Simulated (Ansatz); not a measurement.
Reaction (isomerisation): `C=CCC(F)Cl` → `CC/C=C(\F)Cl`

Computed with Ansatz on PBE0-D4/def2-TZVP structures; ΔE is electronic, products minus reactants. CCSD(T)/CBS is the MP2 limit (def2-TZVPP, def2-QZVPP) plus CCSD(T) − MP2 in def2-TZVPP, frozen cores. Functionals use def2-TZVPP. B3LYP here is the variant with VWN-RPA as its local correlation; programs differ in this. Each species was taken in one conformer, which may not be the lowest.

```tsv
level	ΔE (kJ/mol)	difference from CCSD(T)/CBS
PBE-D4	-7.3	-14.4
r2SCAN-D4	-3.6	-10.7
B3LYP-D4	1.4	-5.7
ωB97M-V	3.4	-3.7
B2PLYP	1.4	-5.7
PBE	-9.1	-16.2
PBE0	-5.5	-12.6
B3LYP	-1.7	-8.8
HF/def2-TZVPP	12.4	5.3
SCS-MP2/def2-TZVPP	5.0	-2.1
CCSD/def2-TZVPP	6.5	-0.6
CCSD(T)/def2-TZVPP	5.5	-1.6
HF/def2-QZVPP	12.0	4.9
SCS-MP2/def2-QZVPP	5.8	-1.3
HF/CBS(def2)	11.9	4.8
MP2/CBS(def2)	4.7	-2.4
CCSD(T)/CBS	7.1	0
```

Largest T1 diagnostic among the species: 0.011.

In def2-TZVPP, CCSD(T) changes the Hartree–Fock value by −6.9 kJ/mol (the triples alone add −1.0 kJ/mol) and MP2 by −9.2 kJ/mol. The D4 term adds +3.1 kJ/mol with B3LYP and +1.6 kJ/mol with PBE0; it sums over pairs of atoms, weighted by their polarisabilities, and B3LYP, whose exchange is more repulsive, gets the larger term.
